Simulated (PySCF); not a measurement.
Structure problem from calculated spectra and properties.

Formula: C2H2F2O.

- NMR, other nuclei: isotropic shieldings of nuclei other than C and H, by class: -380 (1 O), 321 (2 F) ppm [GIAO CAM-B3LYP/pcSseg-2]
- UV, strongest line: among the 10 lowest singlet transitions: S9 at 9.42 eV (132 nm, f = 0.124) [TDDFT PBE0/def2-SVPD]
- Dipole: 0.55 D [PBE0/def2-SVPD]
- Rotational structure: rotational constants A, B, C: 9.451, 3.897, 3.029 GHz [PBE0-D3(BJ)/def2-SVP]
- Polarisability: 30.4 au [PBE0/def2-SVPD]
- UV, first state: lowest singlet excitation: 4.05 eV (306 nm, f = 0.000) [TDDFT PBE0/def2-SVPD]
- Triplet: lowest triplet excitation (Tamm–Dancoff): 3.35 eV [TDA PBE0/def2-SVPD]
- Valence photoelectron: vertical ionisation energy: 11.05 eV [ΔSCF PBE0/def2-SVPD]
- 13C NMR: chemical shifts (computed TMS as zero) by class: 204.4 (1 C), 118.5 (1 C) ppm [GIAO CAM-B3LYP/pcSseg-2]
- Couplings: largest of the computed one-bond spin–spin couplings (means over like bonds): 19F–13C -311.3 (×2), 13C–1H +196.5, 13C–1H +187.8, 13C–13C +61.1, 17O–13C +32.2 Hz [B3LYP/pcJ-1]

The electronic properties come from PySCF, for the isolated species, density fitting. Levels stand in brackets. Geometry: PBE0-D3(BJ)/def2-SVP, one conformer, isolated molecule. NMR values are class means; diastereotopic atoms form classes of their own.

Question: What is the compound? Reason from the data.

Answer: Numbering: `[O:1]=[CH:2][CH:3]([F:4])[F:5]`. Its formula, C2H2F2O, gives 1 degree of unsaturation: 0 rings and 1 π bond in the structure found. 2 carbons fall into 2 classes; from least to most shielded: aldehyde carbon [C2] (204.4 ppm), CHF2 carbon [C3] (118.5 ppm). The other shieldings belong to: -380 ppm, aldehyde oxygen [O1]; 321 ppm, fluorine of a CF2 group [F4/F5]. The couplings run between: -311.3 Hz, fluorine of a CF2 group [F4] and CHF2 carbon [C3] (with 1 like pair); +196.5 Hz, CHF2 carbon [C3] and its hydrogen; +187.8 Hz, aldehyde carbon [C2] and its hydrogen; +61.1 Hz, aldehyde carbon [C2] and CHF2 carbon [C3]; +32.2 Hz, aldehyde oxygen [O1] and aldehyde carbon [C2]. S1 is mainly HOMO→LUMO (weight 0.99); the largest Löwdin shares of the orbital it empties are 0.55 on the aldehyde oxygen, 0.16 on the aldehyde carbon, 0.11 on the CHF2 carbon and 0.08 on the formyl hydrogen, of the orbital it fills 0.41 on the aldehyde carbon, 0.37 on the aldehyde oxygen, 0.06 on the CHF2 carbon and 0.05 on the formyl hydrogen. By its constants the optimised geometry is an asymmetric top. Structure: `C(=O)C(F)F`. Computed isomers that give other values at the same levels: `FC1(F)CO1` (lowest singlet excitation: 8.50 eV (146 nm, f = 0.006)); `F[C@@H]1O[C@@H]1F` (smallest rotational constant: 3.878 GHz; this holds for the one conformer computed). The assignments are read from this structure; whether some other isomer fits the data as well wasn't checked.

Shape of the structure used: `[O:1]=[CH:2][CH:3]([F:4])[F:5]`: O1–C2–C3–F4 -120°.
